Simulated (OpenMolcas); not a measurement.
# SiH3S (SMILES [SiH3][S]) at 6 levels

Aim: a comparison of 6 runs (U-r2SCAN/STO-3G, UB3LYP/STO-3G, UM06-2X/STO-3G, UPBE/STO-3G, UPBE0/STO-3G, USVWN5/STO-3G) of SiH3S. 

The results are computed with OpenMolcas 26.06.

2 further runs of the same task are left out: 1 that didn't finish, 1 set aside as unsound or not needed.

## Step 1: The system as given

SiH3S has 5 atoms, charge 0, and is taken as a doublet. As SMILES, `[SiH3][S]`. The Si1–H3 distance was set to 3.641 Å, away from the relaxed value. At this shape a bond of the SMILES string is far longer than usual.

Bond lengths: Si1–S2 2.119 Å, Si1–H4 1.457 Å, Si1–H5 1.457 Å. Angles: S2–Si1–H4 106.7°, S2–Si1–H5 106.6°, H4–Si1–H5 111.9°.

## Step 2: A single-point energy at U-r2SCAN/STO-3G (run 1)

job.inp reads:

```
&GATEWAY
BASLIB = $CurrDir
COORD
5
angstrom
Si       0.907428       1.069724      -1.614773
S        2.971658       0.700384      -1.311273
H       -0.884570      -0.664450       1.038200
H        0.577948       0.542364      -2.931923
H        0.728328       2.514004      -1.547363
BASIS = STO-3G
GROUP = NoSym
&SEWARD
GRIDINPUT
Grid=UltraFine
End of Grid
&SCF
UHF
SPIN = 2
KSDFT = 2
1.0 MGGA_X_R2SCAN
1.0 MGGA_C_R2SCAN
THRESHOLDS = 1e-10 1e-07 1e-07 1e-05
PRORBITALS = 1 1
```

The basis set STO-3G is read from a file made from the Basis Set Exchange's data (not shown).

Started as:

```
$ export MOLCAS_MEM=1860
$ pymolcas job.inp > job.log
```

What it wrote:

```text
--- Start Module: gateway ---
[...]
--- Stop Module: gateway /rc=_RC_ALL_IS_WELL_ ---
--- Start Module: seward ---
[...]
      Basis functions           21
--- Stop Module: seward /rc=_RC_ALL_IS_WELL_ ---
--- Start Module: scf ---
[...]
       Convergence after  34 Iterations
[...]
::    Total KS-DFT energy                            -681.4635473031
[...]
      Total spin, S                                     0.6048946194
[...]
      Total electronic charge=   33.000000
      Total            charge=   -0.000000
[...]
      Dipole Moment (debye):
      Origin of the operator (angstrom)=    1.9186    0.8691   -1.4382
                   X= -1.4626E+00               Y=  8.4542E-02               Z=  2.9535E-02           Total=  1.4653E+00
      Quadrupole Moment (debye*angstrom):
[...]
--- Stop Module: scf /rc=_RC_ALL_IS_WELL_ ---
[...]
```

Wall time 12 s (1 thread of Intel Xeon 6975P-C (Granite Rapids), shared host); peak memory 0.37 GiB.

## Step 3: A single-point energy at UB3LYP/STO-3G (run 2)

job.input reads:

```
&GATEWAY
BasLib=$CurrDir
Coord
5
angstrom
Si       0.907428       1.069724      -1.614773
S        2.971658       0.700384      -1.311273
H       -0.884570      -0.664450       1.038200
H        0.577948       0.542364      -2.931923
H        0.728328       2.514004      -1.547363
Basis=STO-3G
Group=NoSym
&SEWARD
GridInput
Grid=UltraFine
End of Grid
&SCF
UHF
Spin=2
KSDFT=B3LYP
Thresholds=1e-10 1e-07 1e-07 1e-05
PrOrbitals=1 1
```

The basis set STO-3G is read from a file made from the Basis Set Exchange's data (not shown).

Started as:

```
$ export MOLCAS_MEM=1860
$ pymolcas job.input > job.log
```

What it wrote:

```text
--- Start Module: gateway ---
[...]
--- Stop Module: gateway /rc=_RC_ALL_IS_WELL_ ---
--- Start Module: seward ---
[...]
      Basis functions           21
--- Stop Module: seward /rc=_RC_ALL_IS_WELL_ ---
--- Start Module: scf ---
[...]
       Convergence after  43 Iterations
[...]
::    Total KS-DFT energy                            -681.5070536900
[...]
      Total spin, S                                     0.6715769207
[...]
      Total electronic charge=   33.000000
      Total            charge=   -0.000000
[...]
      Dipole Moment (debye):
      Origin of the operator (angstrom)=    1.9186    0.8691   -1.4382
                   X= -1.4895E+00               Y=  3.0715E-02               Z=  1.1564E-01           Total=  1.4943E+00
      Quadrupole Moment (debye*angstrom):
[...]
--- Stop Module: scf /rc=_RC_ALL_IS_WELL_ ---
[...]
```

It took 11 s on 1 thread of Intel Xeon 6975P-C (Granite Rapids), shared host; peak memory 0.37 GiB.

Runs 3 to 5 aren't shown in full; the table further down has their settings and results.

## Step 4: The energy at USVWN5/STO-3G (run 6)

job.inp reads:

```
* H3SSi Kohn-Sham DFT
>>> EXPORT MOLCAS_PRINT=2
&GATEWAY
BASLIB=$CurrDir
COORD
5
angstrom
Si       0.907428       1.069724      -1.614773
S        2.971658       0.700384      -1.311273
H       -0.884570      -0.664450       1.038200
H        0.577948       0.542364      -2.931923
H        0.728328       2.514004      -1.547363
BASIS=STO-3G
GROUP=NoSym
&SEWARD
GRIDINPUT
Grid=UltraFine
End of Grid
&SCF
UHF
SPIN=2
KSDFT=SVWN5
THRESHOLDS=1e-10 1e-07 1e-07 1e-05
PRORBITALS=1 1
```

The basis set STO-3G is read from a file made from the Basis Set Exchange's data (not shown).

Started as:

```
$ export MOLCAS_MEM=1860
$ pymolcas job.inp > job.log
```

What it wrote:

```text
--- Start Module: gateway ---
[...]
--- Stop Module: gateway /rc=_RC_ALL_IS_WELL_ ---
--- Start Module: seward ---
[...]
      Basis functions           21
--- Stop Module: seward /rc=_RC_ALL_IS_WELL_ ---
--- Start Module: scf ---
[...]
       Convergence after  21 Iterations
[...]
::    Total KS-DFT energy                            -678.8658524227
[...]
      Total spin, S                                     0.5002775367
[...]
      Total electronic charge=   33.000000
      Total            charge=   -0.000000
[...]
      Dipole Moment (debye):
      Origin of the operator (angstrom)=    1.9186    0.8691   -1.4382
                   X= -1.6162E+00               Y=  1.5697E-01               Z= -5.0515E-02           Total=  1.6246E+00
      Quadrupole Moment (debye*angstrom):
[...]
--- Stop Module: scf /rc=_RC_ALL_IS_WELL_ ---
[...]
```

Wall time 3.9 s (1 thread of Intel Xeon 6975P-C (Granite Rapids), shared host); peak memory 0.37 GiB.

## Step 5: Overview of the runs

```
run            level  energy (Eh)  dipole moment (D)  HOMO energy (eV)  LUMO energy (eV)  wall time
  1  U-r2SCAN/STO-3G  -681.463547               1.47             -1.65             -0.72       12 s
  2    UB3LYP/STO-3G  -681.507054               1.49             -2.32              0.18       11 s
  3   UM06-2X/STO-3G  -681.503963               0.58             -3.50              1.31       14 s
  4      UPBE/STO-3G  -680.693272              22.39                 –                 –       31 s
  5     UPBE0/STO-3G  -681.240904               0.38             -2.39             -0.06       15 s
  6    USVWN5/STO-3G  -678.865852               1.62             -1.07             -0.75      3.9 s
```

## Step 6: Outcome

| quantity | value |
| --- | --- |
| run 6: total energy | -678.86585 Eh |
| run 6: dipole moment | 1.62 D |
| run 6: HOMO energy (highest over α and β) | -1.07 eV |
| run 6: LUMO energy (lowest over α and β) | -0.75 eV |
| run 6: ⟨S²⟩ | 0.751 |

**Reading.** The dipole moment (its size) runs from 0.38 D (UPBE0/STO-3G) to 22.39 D (UPBE/STO-3G). The two dipoles point in opposite directions. So wide a spread suggests that the runs ended on unlike SCF solutions, not only an effect of the method. Totals of different functionals can't be ranked against each other. In runs 1, 2, 3, 4, 5, 6 the basis is minimal, so the values are rough. Spin contamination of the reference: run 3 ⟨S²⟩ = 1.75, run 5 ⟨S²⟩ = 1.75, run 2 ⟨S²⟩ = 1.12, run 1 ⟨S²⟩ = 0.97. Where it is this large, the reference is a mixture of spin states, and values that rest on it are in doubt. All runs together took 87 s, the longest 31 s.
